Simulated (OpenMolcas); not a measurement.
# How basis sets differ on CH6Al− ([AlMeH3]-)

CH6Al− has 8 atoms, charge -1, and is taken as a singlet. SMILES: `[H][Al-]([H])([H])[CH3]`. Geometry: a GFN2-xTB relaxation, a rough one for these elements and not checked as a minimum.

Each level gives the HOMO–LUMO gap (eV). The values are calculated.

```tsv
level	kind	program	value (eV)
HF/ANO-XS-MB (DKH2)	Hartree–Fock	OpenMolcas	17.24
HF/STO-3G	Hartree–Fock	OpenMolcas	23.04
HF/3-21G	Hartree–Fock	OpenMolcas	14.17
HF/def2-SVP	Hartree–Fock	OpenMolcas	13.94
```

Sets without diffuse functions describe the anion poorly. The values span 13.94 to 23.04 eV. A Hartree–Fock LUMO above zero doesn't converge with the basis: it sinks as sets grow more diffuse. Orbital gaps aren't excitation energies.
